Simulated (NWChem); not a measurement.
**doublet [C2H4Cl2]+ at 3 levels**

Wanted: a comparison of 3 runs (UB3LYP/cc-pVDZ, UPBE0/cc-pVDZ, USVWN5/cc-pVDZ) of doublet [C2H4Cl2]+. 

The calculation is run with NWChem 7.3.0.

4 further runs of the same task are left out: 4 that didn't finish. Runs told in other sessions of the task aren't counted.

## 1. The system as given

The species is [C2H4Cl2]+ (8 atoms), meant as a doublet with charge +1. SMILES of the parent species: `CC(Cl)Cl`. The coordinates come from a PBE0-D4/def2-TZVP relaxation. That shape belongs to the parent species and isn't relaxed for this state.

Bond lengths: C1–C2 1.504 Å, C2–Cl3 1.777 Å, C2–Cl4 1.777 Å, C1–H5 1.090 Å, C1–H6 1.091 Å, C1–H7 1.091 Å, C2–H8 1.087 Å. Some angles: C1–C2–Cl3 110.8°, C1–C2–Cl4 110.8°, Cl3–C2–Cl4 110.4°, C1–C2–H8 112.5°, Cl3–C2–H8 106.0°, Cl4–C2–H8 106.0°, C2–C1–H5 110.4°, C2–C1–H6 109.6°, C2–C1–H7 109.6°, H5–C1–H6 109.0°.

## 2. The energy at UB3LYP/cc-pVDZ (run 1)

Contents of calc.nw:

```
start calc
memory total 2200 mb
charge 1

geometry units angstrom noautosym nocenter noautoz
C      0.213020     0.798120    -0.002120
C     -0.185930    -0.645420     0.131760
Cl     1.107800    -1.715690    -0.450970
Cl    -1.697540    -0.967710    -0.745710
H      0.389570     1.047800    -1.048450
H     -0.583060     1.435840     0.385990
H      1.127130     0.979860     0.565730
H     -0.370980    -0.932790     1.163760
end

basis spherical bse
* library cc-pVDZ
end

dft
xc b3lyp
mult 2
grid xfine
convergence energy 1e-08
iterations 100
mulliken
end

task dft
```

Command:

```sh
$ nwchem calc.nw > calc.out
```

Log:

```text
[...]
          Wavefunction type:  spin polarized.
          No. of atoms     :     8
          No. of electrons :    49
[...]
          Charge           :     1
          Spin multiplicity:     2
[...]
          AO basis - number of functions:    84
[...]
              XC Information
              --------------
                         B3LYP Method XC Potential
                     Hartree-Fock (Exact) Exchange  0.200
                        Slater Exchange Functional  0.800 local
                    Becke 1988 Exchange Functional  0.720 non-local
              Lee-Yang-Parr Correlation Functional  0.810
                  VWN I RPA Correlation Functional  0.190 local
[...]
 d= 0,ls=0.0,diis     1   -998.4876787393 -1.21D+03  9.50D-03  3.72D-01     9.0
[...]
 d= 0,ls=0.5,diis    44   -998.6639842907 -8.64D-09  2.53D-08  7.26D-09   347.6
[...]
         Total DFT energy =     -998.663984296969
      One electron energy =    -1780.613966027336
           Coulomb energy =      640.662305442480
    Exchange-Corr. energy =      -68.535196675907
 Nuclear repulsion energy =      209.822872963794
[...]
      Total Density - Mulliken Population Analysis
     ---------------------------------------------
    Atom       Charge   Shell Charges
 -----------   ------   -------------------------------------------------------
    1 C    6     5.95   2.01  0.67  0.36  2.13  0.73  0.04
    2 C    6     6.24   2.01  0.71  0.57  1.98  0.85  0.12
    3 Cl  17    16.68   2.00  2.03  1.02  0.90  6.00  3.02  1.67  0.04
    4 Cl  17    16.68   2.00  2.03  1.02  0.90  6.00  3.02  1.67  0.04
    5 H    1     0.89   0.73  0.13  0.03
    6 H    1     0.89   0.73  0.13  0.03
    7 H    1     0.89   0.73  0.13  0.03
    8 H    1     0.79   0.70  0.06  0.03
[...]
      <S2> =      0.7518 (Exact =     0.7500)
[...]
```

It took 5.9 min on 1 thread of Intel Xeon at 2.60GHz (Ice Lake), shared host; peak memory 0.14 GiB.

## 3. The energy at UPBE0/cc-pVDZ (run 2)

Contents of c2h4cl2.nw:

```
start c2h4cl2
memory total 2200 mb
charge 1

geometry noautosym nocenter noautoz
C     0.213020    0.798120   -0.002120
C    -0.185930   -0.645420    0.131760
Cl    1.107800   -1.715690   -0.450970
Cl   -1.697540   -0.967710   -0.745710
H     0.389570    1.047800   -1.048450
H    -0.583060    1.435840    0.385990
H     1.127130    0.979860    0.565730
H    -0.370980   -0.932790    1.163760
end

basis spherical bse
* library cc-pVDZ
end

dft
xc pbe0
mult 2
grid xfine
convergence energy 1e-08
iterations 100
mulliken
noprint "final vectors analysis"
end

task dft
```

Command:

```sh
$ nwchem c2h4cl2.nw > c2h4cl2.out
```

Log:

```text
[...]
          Wavefunction type:  spin polarized.
          No. of atoms     :     8
          No. of electrons :    49
[...]
          Charge           :     1
          Spin multiplicity:     2
[...]
          AO basis - number of functions:    84
[...]
              XC Information
              --------------
                         PBE0 Method XC Functional
                     Hartree-Fock (Exact) Exchange  0.250
          PerdewBurkeErnzerhof Exchange Functional  0.750
            Perdew 1991 LDA Correlation Functional  1.000 local
           PerdewBurkeErnz. Correlation Functional  1.000 non-local
[...]
 d= 0,ls=0.0,diis     1   -998.0659275281 -1.21D+03  9.23D-03  3.50D-01     9.0
[...]
 d= 0,ls=0.0,diis    15   -998.2368103763 -5.79D-10  7.61D-08  3.19D-11   119.2
[...]
         Total DFT energy =     -998.236810376331
      One electron energy =    -1780.563322461844
           Coulomb energy =      640.604156959864
    Exchange-Corr. energy =      -68.100517838146
 Nuclear repulsion energy =      209.822872963794
[...]
      Total Density - Mulliken Population Analysis
     ---------------------------------------------
    Atom       Charge   Shell Charges
 -----------   ------   -------------------------------------------------------
    1 C    6     6.01   2.01  0.66  0.40  2.12  0.78  0.04
    2 C    6     6.29   2.01  0.70  0.61  1.96  0.90  0.12
    3 Cl  17    16.67   2.00  2.02  1.00  0.92  6.00  3.01  1.67  0.04
    4 Cl  17    16.67   2.00  2.02  1.00  0.92  6.00  3.01  1.67  0.04
    5 H    1     0.87   0.72  0.11  0.03
    6 H    1     0.86   0.72  0.11  0.03
    7 H    1     0.86   0.72  0.11  0.03
    8 H    1     0.76   0.69  0.04  0.03
[...]
      <S2> =      0.7522 (Exact =     0.7500)
[...]
```

Run time: 2 min. Hardware: 1 thread of Intel Xeon at 2.60GHz (Ice Lake), shared host; peak memory 0.14 GiB.

## 4. A single-point energy at USVWN5/cc-pVDZ (run 3)

Contents of run.py:

```python
from ase import Atoms
from ase.calculators.nwchem import NWChem

system = Atoms('CCClClHHHH', positions=[
    [0.213020, 0.798120, -0.002120],
    [-0.185930, -0.645420, 0.131760],
    [1.107800, -1.715690, -0.450970],
    [-1.697540, -0.967710, -0.745710],
    [0.389570, 1.047800, -1.048450],
    [-0.583060, 1.435840, 0.385990],
    [1.127130, 0.979860, 0.565730],
    [-0.370980, -0.932790, 1.163760],
])

calc = NWChem(
    label='c2h4cl2',
    theory='dft',
    memory='2200 mb',
    basis='cc-pVDZ',
    basispar='spherical bse',
    charge=1,
    dft={'xc': 'slater vwn_5', 'mult': '2', 'grid': 'xfine', 'convergence': 'energy 1e-08', 'iterations': '100', 'mulliken': None},
    task='energy',
)
system.calc = calc

print("Total energy (eV):", round(system.get_potential_energy(), 6))
```

Command:

```sh
$ export ASE_NWCHEM_COMMAND="nwchem PREFIX.nwi > PREFIX.nwo"
$ python run.py
```

Log:

```text
Total energy (eV): -27073.485583
```

The calculator wrote c2h4cl2.nwi:

```
title "c2h4cl2"

permanent_dir c2h4cl2

scratch_dir c2h4cl2

start c2h4cl2

geometry units angstrom nocenter noautosym noautoz
  C  2.1301999999999999e-01 7.9812000000000005e-01 -2.1199999999999999e-03
  C  -1.8593000000000001e-01 -6.4541999999999999e-01 1.3175999999999999e-01
  Cl 1.1077999999999999e+00 -1.7156899999999999e+00 -4.5096999999999998e-01
  Cl -1.6975400000000000e+00 -9.6770999999999996e-01 -7.4570999999999998e-01
  H  3.8957000000000003e-01 1.0478000000000001e+00 -1.0484500000000001e+00
  H  -5.8306000000000002e-01 1.4358400000000000e+00 3.8599000000000000e-01
  H  1.1271300000000000e+00 9.7985999999999995e-01 5.6572999999999996e-01
  H  -3.7097999999999998e-01 -9.3279000000000001e-01 1.1637599999999999e+00
end

charge 1

memory 2200 mb

basis spherical bse noprint
   * library cc-pVDZ
end

dft
  xc slater vwn_5
  mult 2
  grid xfine
  convergence energy 1e-08
  iterations 100
  mulliken
end

task dft energy
```

c2h4cl2.nwo:

```text
Northwest Computational Chemistry Package (NWChem) 7.3.0
             --------------------------------------------------------

           Job information
           ---------------

    nwchem branch   = 7.3.0
    use scalapack   = T
    input           = c2h4cl2.nwi
    prefix          = c2h4cl2.
    data base       = c2h4cl2/c2h4cl2.db
    status          = startup
    nproc           =        1

           Memory information
           ------------------

[... 5 lines left out ...]
    hardfail = no
[... 38 lines left out ...]
            Nuclear Dipole moment (a.u.)
[... 86 lines left out ...]
          Convergence on density requested:  1.00D-05
[... 23 lines left out ...]
          Convergence aids based upon iterative change in
[... 31 lines left out ...]
 2-e energy   =     559.850798
[... 54 lines left out ...]
           Coulomb energy =      640.410952074921
[... 603 lines left out ...]
                     DFT Final Beta Molecular Orbital Analysis
[... 696 lines left out ...]
     Multipole analysis of the density
     ---------------------------------

     L   x y z        total         alpha         beta         nuclear
     -   - - -        -----         -----         ----         -------
     0   0 0 0      1.000000    -25.000000    -24.000000     50.000000

     1   1 0 0     -0.266849      8.894555      8.413767    -17.575170
[... 8 lines of this table left out ...]
     2   0 0 2    -23.557208    -41.661661    -38.809704     56.914157

 Task  times  cpu:      285.8s     wall:      285.8s
 Total times  cpu:      285.9s     wall:      285.9s
```

Run time: 4.8 min. Hardware: 1 thread of Intel Xeon at 2.60GHz (Ice Lake), shared host; peak memory 0.13 GiB.

## 5. The series

```tsv
run	level	energy (Eh)	HOMO energy (eV)	⟨S²⟩	wall time
1	UB3LYP/cc-pVDZ	-998.663984	-14.78	0.752	5.9 min
2	UPBE0/cc-pVDZ	-998.236810	–	0.752	2 min
3	USVWN5/cc-pVDZ	-994.932252	-13.78	0.750	4.8 min
```

## 6. Summary of results

```
                                 quantity          value
                      run 3: total energy  -994.93225 Eh
run 3: HOMO energy (highest over α and β)      -13.78 eV
                              run 3: ⟨S²⟩          0.750
```

Totals of different functionals can't be ranked against each other. All runs together took 13 min, the longest 5.9 min.
